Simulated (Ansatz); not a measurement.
## Os, dhcp: how the functional moves the structure

All rows: Ansatz, plane waves with scalar-relativistic PAW, 420 eV (500 eV for the SCAN forms), relaxed under each functional, no dispersion correction, no zero-point motion. B₀ comes from uniform scaling at fixed shape; a dash is a value not given.

| functional | V (Å³/atom) | cell | B₀ (GPa) | magnetic state | ΔE to hcp (meV/atom) |
| --- | --- | --- | --- | --- | --- |
| PBE | 14.34 | a = 2.743 Å, c = 8.804 Å (c/a = 3.210) | 392 | spin not included | 103 |
| r²SCAN | 14.07 | a = 2.726 Å, c = 8.748 Å (c/a = 3.209) | 422 | spin not included | 115 |
| PBEsol | 13.95 | a = 2.717 Å, c = 8.725 Å (c/a = 3.211) | 426 | spin not included | 109 |
| LDA | 13.75 | a = 2.705 Å, c = 8.684 Å (c/a = 3.211) | 443 | spin not included | 106 |
| revPBE | 14.45 | a = 2.749 Å, c = 8.826 Å (c/a = 3.210) | 382 | spin not included | 102 |
| RPBE | 14.49 | a = 2.752 Å, c = 8.834 Å (c/a = 3.210) | 378 | spin not included | 102 |

Task: What does BLYP give?

Result: V (Å³/atom): 14.97; cell: a = 2.784 Å, c = 8.924 Å (c/a = 3.206); B₀ (GPa): 340; magnetic state: spin not included; ΔE to hcp (meV/atom): 95.
